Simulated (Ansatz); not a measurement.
`C=CC(C)(F)S` + `OC(S)S` → `CSC(O)S` + `C=CC(F)S`  (substitution at a C–C bond)

Calculated with Ansatz (gas phase, PBE0-D4/def2-TZVP geometries, no zero-point term in ΔE). CBS: MP2 limit from def2 TZ/QZ plus the TZ coupled-cluster correction, frozen cores. DFT in def2-TZVPP. B3LYP here is the variant with VWN-RPA as its local correlation; programs differ in this. Each species was taken in one conformer, which may not be the lowest.

`C=CC(C)(F)S`:

Z-matrix (Å, degrees):
```
C
C 1 1.494
F 1 1.383 2 109.5
C 1 1.516 2 112.7 3 119.9
S 1 1.822 2 109.9 3 -120.0
C 2 1.324 1 124.4 3 3.3
H 2 1.086 1 114.5 3 -177.0
H 4 1.091 1 108.7 2 -63.6
H 4 1.090 1 110.7 2 56.1
H 4 1.091 1 110.2 2 176.9
H 5 1.342 1 95.7 2 46.6
H 6 1.083 2 121.4 1 -0.2
H 6 1.083 2 120.8 1 179.8
```

`OC(S)S`:

```xyz
8

O    -1.031   -0.214    1.222
C     0.014    0.297    0.472
S    -0.684    1.003   -1.067
S     1.381   -0.859    0.161
H    -1.413   -0.964    0.751
H     0.454    1.094    1.071
H     0.478    1.119   -1.728
H     0.800   -1.477   -0.882
```

`CSC(O)S`:

Z-matrix (Å, degrees):
```
C
S 1 1.795
H 1 1.089 2 110.8
H 1 1.090 2 106.4 3 -118.9
H 1 1.091 2 110.3 3 122.6
C 2 1.790 1 100.6 3 -64.7
S 6 1.841 2 115.3 1 -60.5
O 6 1.395 2 110.1 1 61.0
H 6 1.095 2 104.3 1 -178.2
H 7 1.342 6 96.0 2 -71.4
H 8 0.964 6 108.2 2 179.4
```

`C=CC(F)S`:

Z-matrix (Å, degrees):
```
C
C 1 1.488
S 1 1.808 2 111.8
F 1 1.375 2 111.0 3 -124.8
H 1 1.096 2 111.0 3 115.9
C 2 1.324 1 124.0 3 117.7
H 2 1.085 1 114.6 3 -61.4
H 3 1.343 1 95.7 2 -44.4
H 6 1.083 2 121.4 1 1.1
H 6 1.083 2 120.8 1 -179.1
```

```
             level  ΔE (kcal/mol)  difference from CCSD(T)/CBS
            PBE-D4            4.5                         -1.2
         r2SCAN-D4            5.4                         -0.3
           PBE0-D4            4.7                         -1.0
          B3LYP-D4            4.6                         -1.1
           ωB97X-V            5.2                         -0.5
           ωB97M-V            5.4                         -0.3
            B2PLYP            4.9                         -0.8
               PBE            4.3                         -1.4
            r2SCAN            5.3                         -0.4
              PBE0            4.6                         -1.1
             B3LYP            4.3                         -1.4
     HF/def2-TZVPP            4.7                         -1.0
    MP2/def2-TZVPP            6.0                          0.3
SCS-MP2/def2-TZVPP            5.7                          0.0
   CCSD/def2-TZVPP            6.0                          0.3
CCSD(T)/def2-TZVPP            6.1                          0.4
     HF/def2-QZVPP            4.6                         -1.1
    MP2/def2-QZVPP            5.7                          0.0
SCS-MP2/def2-QZVPP            5.4                         -0.3
      HF/CBS(def2)            4.6                         -1.1
     MP2/CBS(def2)            5.6                         -0.1
    CCSD/CBS(def2)            5.5                         -0.2
       CCSD(T)/CBS            5.7                            0
```

Largest T1 diagnostic among the species: 0.012.

In def2-TZVPP, CCSD(T) changes the Hartree–Fock value by +1.4 kcal/mol (the triples alone add +0.1 kcal/mol) and MP2 by +1.3 kcal/mol.
